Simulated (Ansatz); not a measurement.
# C2HClF2 (SMILES FC(F)=CCl): levels of theory compared

We compute a comparison of 6 runs (HF/STO-3G, HSE06/6-31G*, PBE-QIDH/6-31G*, PBE/6-31G*, r2SCAN/6-31G*, BCCD(T)/6-31G*) of C2HClF2. 

The calculation is run with Ansatz 0.2.0.

68 further runs of the same task are left out: 68 set aside as unsound or not needed.

### 1 The structure to begin with

C2HClF2 has 6 atoms, charge 0, and is taken as a singlet. As SMILES, `FC(F)=CCl`. One bond was lengthened or shortened from a relaxed shape.

Bond lengths: F1–C2 1.312 Å, C2–F3 1.305 Å, C2–C4 1.519 Å, C4–Cl5 1.706 Å, C4–H6 1.079 Å. Angles: F1–C2–F3 111.1°, F1–C2–C4 123.1°, F3–C2–C4 125.8°, C2–C4–Cl5 122.3°, C2–C4–H6 120.1°, Cl5–C4–H6 117.5°.

### 2 The energy at HF/STO-3G (run 1)

The input, job.yaml:

```yaml
crystal:
  periodic: [false, false, false]
  atoms:
    - symbol: F
      position_ang: [0.973904, -0.988707, 1.388073]
    - symbol: C
      position_ang: [0.340544, -0.740527, 0.266403]
    - symbol: F
      position_ang: [0.265404, -1.810947, -0.476697]
    - symbol: C
      position_ang: [-0.218360, 0.626770, -0.086550]
    - symbol: Cl
      position_ang: [-1.039010, 0.926430, -1.552100]
    - symbol: H
      position_ang: [-0.103800, 1.452000, 0.598970]
basis:
  gaussian: {orbitals: STO-3G}
hamiltonian: {xc: hf}
accuracy: high
output: {orbitals: {seedname: orbitals}}
```

On the command line:

```bash
$ ansatz run job.yaml --threads 1 --pin off --max-ram 3480MiB --events-out events.jsonl --progress --plain --runs-dir runs
```

The program printed:

```text
Warning: RAYON_NUM_THREADS=1 ignored (pool sized by the plan → 1); use --threads N
Functional definition: HF
  name "HF"
  exchange = exact_x
  correlation = 0
585 factors; integrals over basis functions are off by at most 3.5e-8 eV
mean field evaluation 1: about -19750.6375 eV, gradient 3.1e1 eV
mean field evaluation 2: about -19750.8141 eV, gradient 3.1e1 eV
mean field evaluation 4: about -19754.1175 eV, gradient 2.3e0 eV
mean field evaluation 8: about -19754.1460 eV, gradient 8.8e-4 eV
mean field evaluation 16: about -19741.6398 eV, gradient 1.0e1 eV
mean field -19754.14596468 eV, -725.9514743611 hartree, gradient 2.6e-8 eV, S^2 0.000000; 0 other end points of the search recorded, 0 dependent functions left out
reference -19754.14596468 eV, -725.9514743611 hartree; 24, 24 occupied and 6, 6 virtual orbitals, 585 factors
Total energy: -19754.14596468 eV, -725.9514743611 hartree
```

It took 0.26 s on 1 thread of Arm Neoverse V1, shared host.

### 3 The energy at HSE06/6-31G(d) (spherical functions) (run 2)

The input, in.yaml:

```yaml
crystal:
  periodic: [false, false, false]
  atoms:
    - symbol: F
      position_ang: [0.973904, -0.988707, 1.388073]
    - symbol: C
      position_ang: [0.340544, -0.740527, 0.266403]
    - symbol: F
      position_ang: [0.265404, -1.810947, -0.476697]
    - symbol: C
      position_ang: [-0.218360, 0.626770, -0.086550]
    - symbol: Cl
      position_ang: [-1.039010, 0.926430, -1.552100]
    - symbol: H
      position_ang: [-0.103800, 1.452000, 0.598970]
basis:
  gaussian:
    orbitals: 6-31G_st_-spherical.json
hamiltonian:
  xc: {name: HSE06}
accuracy: high
output: {orbitals: {seedname: orbitals}}
```

The basis set 6-31G* is read from a file made from the Basis Set Exchange's data (not shown).

On the command line:

```bash
$ ansatz run in.yaml --threads 1 --pin off --max-ram 3480MiB --events-out events.jsonl --progress --plain --runs-dir runs
```

The program printed:

```text
Warning: RAYON_NUM_THREADS=1 ignored (pool sized by the plan → 1); use --threads N
Functional definition: HSE06
  name "HSE06"
  parameter a = 0.25
  parameter omega = 0.11/bohr
  exchange = pbe_x - a*pbe_x_sr(omega) + a*exact_x_sr(omega)
  correlation = pbe_c
1671 factors; integrals over basis functions are off by at most 5.1e-9 eV
82 factors; integrals over basis functions are off by at most 2.3e-9 eV
mean field evaluation 1: about -20029.1316 eV, gradient 3.4e1 eV
mean field evaluation 2: about -20021.8015 eV, gradient 6.1e1 eV
mean field evaluation 4: about -20031.5262 eV, gradient 3.1e0 eV
mean field evaluation 8: about -20031.7373 eV, gradient 2.2e-1 eV
mean field evaluation 16: about -20031.7374 eV, gradient 1.1e-4 eV
mean field -20031.73742883 eV, -736.1527725100 hartree, gradient 2.2e-8 eV, S^2 0.000000; 0 other end points of the search recorded, 0 dependent functions left out
reference -20031.73743079 eV, -736.1527725822 hartree; 24, 24 occupied and 52, 52 virtual orbitals, 1671 factors
Total energy: -20031.73743079 eV, -736.1527725822 hartree
```

It took 6.3 s on 1 thread of Arm Neoverse V1, shared host; peak memory 0.24 GiB.

Runs 3 to 4 aren't shown in full; the table further down has their settings and results.

### 4 The energy at r2SCAN/6-31G(d) (spherical functions) (run 5)

The input, run.yaml:

```yaml
basis:
  gaussian:
    orbitals: 6-31G_st_-spherical.json
crystal:
  periodic: [false, false, false]
  atoms:
    - {symbol: F, position_ang: [0.973904, -0.988707, 1.388073]}
    - {symbol: C, position_ang: [0.340544, -0.740527, 0.266403]}
    - {symbol: F, position_ang: [0.265404, -1.810947, -0.476697]}
    - {symbol: C, position_ang: [-0.218360, 0.626770, -0.086550]}
    - {symbol: Cl, position_ang: [-1.039010, 0.926430, -1.552100]}
    - {symbol: H, position_ang: [-0.103800, 1.452000, 0.598970]}
accuracy: high
output: {orbitals: {seedname: orbitals}}
hamiltonian:
  xc: r2scan
```

The basis set 6-31G* is read from a file made from the Basis Set Exchange's data (not shown).

On the command line:

```bash
$ ansatz run run.yaml --threads 1 --pin off --max-ram 3480MiB --events-out events.jsonl --progress --plain --runs-dir runs
```

The program printed:

```text
Warning: RAYON_NUM_THREADS=1 ignored (pool sized by the plan → 1); use --threads N
Functional definition: r2SCAN
  name "r2SCAN"
  parameter k0 = 0.174
  parameter k1 = 0.065
  parameter a1 = 4.9479
  exchange = r2scan_x(k0 = k0, k1 = k1, a1 = a1)
  correlation = r2scan_c
1671 factors; integrals over basis functions are off by at most 5.1e-9 eV
mean field evaluation 1: about -20036.8480 eV, gradient 3.6e1 eV
mean field evaluation 2: about -20025.6529 eV, gradient 6.9e1 eV
mean field evaluation 4: about -20039.6708 eV, gradient 4.1e0 eV
mean field evaluation 8: about -20039.6985 eV, gradient 5.4e-1 eV
mean field evaluation 16: about -20039.6993 eV, gradient 7.4e-5 eV
mean field -20039.69926526 eV, -736.4453646021 hartree, gradient 3.4e-8 eV, S^2 0.000000; 0 other end points of the search recorded, 0 dependent functions left out
reference -20039.69926564 eV, -736.4453646163 hartree; 24, 24 occupied and 52, 52 virtual orbitals, 1671 factors
Total energy: -20039.69926564 eV, -736.4453646163 hartree
```

Wall time 10 s (1 thread of Arm Neoverse V1, shared host); peak memory 0.23 GiB.

### 5 The energy at BCCD(T)/6-31G(d) (spherical functions) (run 6)

The input, in.yaml:

```yaml
crystal:
  periodic: [false, false, false]
  atoms:
    - {symbol: F, position_ang: [0.973904, -0.988707, 1.388073]}
    - {symbol: C, position_ang: [0.340544, -0.740527, 0.266403]}
    - {symbol: F, position_ang: [0.265404, -1.810947, -0.476697]}
    - {symbol: C, position_ang: [-0.218360, 0.626770, -0.086550]}
    - {symbol: Cl, position_ang: [-1.039010, 0.926430, -1.552100]}
    - {symbol: H, position_ang: [-0.103800, 1.452000, 0.598970]}
basis:
  gaussian:
    orbitals: 6-31G_st_-spherical.json
correlation:
  method: bccd_t
  frozen_orbitals: {C: 1, Cl: 5, F: 1, H: 0}
accuracy: high
scf:
  omitted_lower_state_checks: [cluster_reference, increment]
```

The basis set 6-31G* is read from a file made from the Basis Set Exchange's data (not shown).

On the command line:

```bash
$ ansatz run in.yaml --threads 1 --pin off --max-ram 3480MiB --events-out events.jsonl --progress --plain --runs-dir runs
```

The program printed:

```text
Warning: RAYON_NUM_THREADS=1 ignored (pool sized by the plan → 1); use --threads N
[... 12 lines left out ...]
9 core orbitals not correlated: weight in the atoms' cores, before any rotation towards them, 1.000 or more for the frozen orbitals, at most 0.000 for the correlated occupied ones
[... 24 lines left out ...]
Total energy: -20010.13953818 eV, -735.3590646682 hartree
Checks for a lower state left out: cluster_reference, increment
```

It took 18 s on 1 thread of Arm Neoverse V1, shared host; peak memory 0.48 GiB.

### 6 The series

```tsv
run	level	frozen core orbitals	energy (Eh)	HOMO energy (eV)	LUMO energy (eV)	HOMO–LUMO gap (eV)	wall time
1	HF/STO-3G	–	-725.951474	-6.97	6.15	13.12	0.26 s
2	HSE06/6-31G* (spherical functions)	–	-736.152773	-6.17	-0.85	5.32	6.3 s
3	PBE-QIDH/6-31G* (spherical functions)	9	-735.948420	-8.47	1.51	9.97	8.7 s
4	PBE/6-31G* (spherical functions)	–	-736.135684	-5.27	-1.30	3.97	4.5 s
5	r2SCAN/6-31G* (spherical functions)	–	-736.445365	-5.60	-1.27	4.33	10 s
6	BCCD(T)/6-31G* (spherical functions)	9	-735.359065	–	–	–	18 s
```

### 7 Results

| quantity | value |
| --- | --- |
| run 6: total energy | -735.35906 Eh |
| run 6: correlation energy (9 core orbitals frozen) | -775.7 mEh |
| run 6: (T) correction | -27.07 mEh |

Over runs 1, 2, 3, 4, 5 the HOMO–LUMO gap runs from 3.97 eV (PBE/6-31G*) to 13.12 eV (HF/STO-3G). The two ends differ in method and basis. Totals of different functionals can't be ranked against each other. In runs 3, 6 the log says that unrestricted orbitals would lower the reference, so the values rest on an unstable closed-shell determinant (other closed-shell runs at this shape may share the fault). In run 1 the basis is minimal, so the values are rough. All runs together took 48 s, the longest 18 s.
